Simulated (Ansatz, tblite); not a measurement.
# The cluster LaCl3: one state, many levels

The task here is to estimate one member of a computed series from the others.

Method: as each input shows; program: Ansatz 0.2.0, Gaussian basis.

Levels to be run: GFN1-xTB, GFN2-xTB, PBE-D4/def2-TZVP, r2SCAN-D4/def2-TZVP, r2SCANh-D4/def2-TZVP, r2SCAN0-D4/def2-TZVP, ωB97M-V/def2-TZVP, ωB97X-V/def2-TZVP, BLYP-D4/def2-TZVP, PBE-D4/def2-SVP, PBE0-D4/def2-SVP, PBE0-D4/def2-TZVPD, PBE-D4/def2-TZVPD, r2SCAN-D4/def2-TZVPD, CCSD(T)/def2-TZVPP, MP2/def2-TZVP, RPA/def2-TZVP.

1 further run of the same task is left out (set aside as unsound or not needed). Runs told in other sessions of the task aren't counted.

**The structure**

The geometry is that of the singlet, from an earlier relaxation (PBE0-D4/def2-SVP). At that level it is the lowest of the isomers that a small search found.

4 atoms, charge 0, spin multiplicity 1.

Bond lengths: La1–Cl2 2.602 Å, La1–Cl3 2.602 Å, La1–Cl4 2.602 Å. Angles: Cl2–La1–Cl3 118.0°, Cl2–La1–Cl4 118.0°, Cl3–La1–Cl4 118.0°.

La takes a core potential in the def2 sets. No spin-orbit coupling is included.

PBE0-D4/def2-TZVP was run before; its log isn't repeated, and its numbers join the tables.

Set-up of the first run:

Tight binding, by tblite at 300 K electronic temperature and without a spin-polarisation term:

```python
tblite.interface.Calculator('GFN1-xTB', numbers, positions, charge=0, uhf=0).singlepoint()
```

Tight binding, by tblite at 300 K electronic temperature and without a spin-polarisation term:

```python
tblite.interface.Calculator('GFN2-xTB', numbers, positions, charge=0, uhf=0).singlepoint()
```

start.molden holds the orbitals of an earlier run on this state, given as this run's starting guess.

in.yaml reads:

```yaml
crystal:
  periodic: [false, false, false]
  atoms:
    - {symbol: La, position_ang: [0.104395, -0.249587, 0.072821]}
    - {symbol: Cl, position_ang: [2.263181, 1.166821, 0.391980]}
    - {symbol: Cl, position_ang: [-1.748700, -0.077332, 1.890720]}
    - {symbol: Cl, position_ang: [-0.618865, -0.839902, -2.355521]}
basis:
  gaussian: {orbitals: def2-TZVP, initial_orbitals: start.molden}
hamiltonian: {xc: pbe, dispersion: d4}
scf: {omitted_lower_state_checks: [starts]}
output: {orbitals: {seedname: orbitals}}
```

Run with:

```console
$ ansatz run in.yaml --threads 4 --pin off --events-out ev --progress --plain --max-ram 3916MiB
```

Steps of the session up to this table: PBE-D4/def2-TZVP; r2SCAN-D4/def2-TZVP; r2SCANh-D4/def2-TZVP; r2SCAN0-D4/def2-TZVP; ωB97M-V/def2-TZVP; ωB97X-V/def2-TZVP; BLYP-D4/def2-TZVP; PBE-D4/def2-SVP; PBE0-D4/def2-SVP; PBE0-D4/def2-TZVPD; PBE-D4/def2-TZVPD; r2SCAN-D4/def2-TZVPD; CCSD(T)/def2-TZVPP; MP2/def2-TZVP; RPA/def2-TZVP.

One of the session's tables, all rows but one given; the rest of the session is left out.

It belongs to the step «Levels side by side». 

```
               level  HOMO (eV)  LUMO (eV)  gap (eV)
     PBE-D4/def2-SVP      -7.41      -3.47      3.94
    PBE-D4/def2-TZVP      -7.54      -3.50      4.04
   PBE-D4/def2-TZVPD      -7.58      -3.51      4.07
   BLYP-D4/def2-TZVP      -7.36      -3.49      3.87
 r2SCAN-D4/def2-TZVP      -7.88      -3.13      4.76
r2SCAN-D4/def2-TZVPD      -7.90      -3.11      4.79
r2SCANh-D4/def2-TZVP      -8.38      -2.91      5.47
    PBE0-D4/def2-SVP      -8.80      -2.83      5.97
   PBE0-D4/def2-TZVP      -8.89      -2.82      6.07
  PBE0-D4/def2-TZVPD      -8.92      -2.82      6.10
r2SCAN0-D4/def2-TZVP      -9.13      -2.60      6.53
   ωB97X-V/def2-TZVP     -11.29      -1.09     10.19
   ωB97M-V/def2-TZVP          ?          ?         ?
```

**Question.** Estimate the row for ωB97M-V/def2-TZVP.

As computed: HOMO (eV): -11.13; LUMO (eV): -1.50; gap (eV): 9.62. In the column «HOMO (eV)» it lies between ωB97X-V/def2-TZVP (-11.29) and r2SCAN0-D4/def2-TZVP (-9.13).
